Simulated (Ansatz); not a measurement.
## H₂B–Al, singlet: the ladder up to full CI

Geometry: a point of a stretch scan, not a stationary point.

```yaml
atoms:
  - { symbol: B, position_ang: [0.0000, 0.0000, 1.3598] }
  - { symbol: Al, position_ang: [0.0000, 0.0000, -0.6962] }
  - { symbol: H, position_ang: [0.0000, 1.0050, 2.0264] }
  - { symbol: H, position_ang: [0.0000, -1.0050, 2.0264] }
```

Basis 6-31G; Ansatz 0.2.0. Correlated methods freeze the noble-gas cores, which leaves 8 electrons in 20 orbitals. R marks a restricted (for open shells ROHF) determinant, U an unrestricted one. Active spaces: valence = (8e, 10o) chosen from the atoms' valence shells; pair = (2e, 2o) about the gap.

Full CI is exact within this basis and frozen core; it isn't the basis-set limit. The frozen core follows each run's orbitals, which can shift R against U totals by a few meV.

The UHF ⟨S²⟩ is 0.684. The T1 diagnostic (RCCSD) is 0.0118 and the largest doubles amplitude (RCCSD) is 0.116.

```json
{"level": "RHF", "E − E(full CI) (kJ/mol)": "280.0", "share of correlation (%)": "0.00", "wall time": "–"}
{"level": "RMP2", "E − E(full CI) (kJ/mol)": "81.3", "share of correlation (%)": "70.96", "wall time": "–"}
{"level": "CISD", "E − E(full CI) (kJ/mol)": "23.6", "share of correlation (%)": "91.58", "wall time": "0.43 s"}
{"level": "RCCSD", "E − E(full CI) (kJ/mol)": "6.5", "share of correlation (%)": "97.68", "wall time": "–"}
{"level": "RCCSD(T)", "E − E(full CI) (kJ/mol)": "1.9", "share of correlation (%)": "99.32", "wall time": "0.3 s"}
{"level": "BCCD(T)", "E − E(full CI) (kJ/mol)": "1.9", "share of correlation (%)": "99.34", "wall time": "0.39 s"}
{"level": "RCCSDT", "E − E(full CI) (kJ/mol)": "0.4", "share of correlation (%)": "99.85", "wall time": "–"}
{"level": "RCCSDT(Q)", "E − E(full CI) (kJ/mol)": "0.1", "share of correlation (%)": "99.95", "wall time": "0.79 s"}
{"level": "RCCSDTQ", "E − E(full CI) (kJ/mol)": "0.0", "share of correlation (%)": "99.99", "wall time": "6.5 s"}
{"level": "CASSCF (pair space)", "E − E(full CI) (kJ/mol)": "243.5", "share of correlation (%)": "13.04", "wall time": "–"}
{"level": "MRCISD (pair space)", "E − E(full CI) (kJ/mol)": "19.0", "share of correlation (%)": "93.22", "wall time": "–"}
{"level": "MRCISD+Q (pair space)", "E − E(full CI) (kJ/mol)": "-1.0", "share of correlation (%)": "100.37", "wall time": "0.7 s"}
{"level": "CASSCF (valence space)", "E − E(full CI) (kJ/mol)": "77.9", "share of correlation (%)": "72.19", "wall time": "–"}
{"level": "NEVPT2 (valence space)", "E − E(full CI) (kJ/mol)": "23.4", "share of correlation (%)": "91.66", "wall time": "3.9 s (H100)"}
{"level": "NEVPT4(SD) (valence space)", "E − E(full CI) (kJ/mol)": "4.4", "share of correlation (%)": "98.43", "wall time": "4.9 s (H100)"}
{"level": "MRCISD (valence space)", "E − E(full CI) (kJ/mol)": "2.6", "share of correlation (%)": "99.09", "wall time": "–"}
{"level": "MRCISD+Q (valence space)", "E − E(full CI) (kJ/mol)": "0.9", "share of correlation (%)": "99.66", "wall time": "5 s (H100)"}
```

The correlation energy at full CI, counted from RHF, is -2.902 eV. That run took 2.5 s on 2 threads of AMD EPYC 7R13 with a shared H100 80 GB, shared host over 5,884,777 determinants.

Run but not shown, since their state or frozen core can't be matched to the reference's or they repeat it: UHF, UMP2, UCCSD, UCCSD(T), UCCSDT, UCCSDT(Q), UCCSDTQ.

Times hold each run's SCF and search for its determinant on a shared host, so for small cases they say little of a method's own cost; rows without a card ran on 1 thread of AMD EPYC 7R13.

More than 5 meV below full CI, which no variational method can be: MRCISD+Q (pair space).

The full-CI state has the irrep A1 of C2v, in the program's axes.

Natural occupations of full CI about the gap: 1.972 1.966 1.950 1.871 0.072 0.051 0.024 0.023 0.020 0.020; effectively unpaired electrons, Σ n²(2−n)², 0.11.
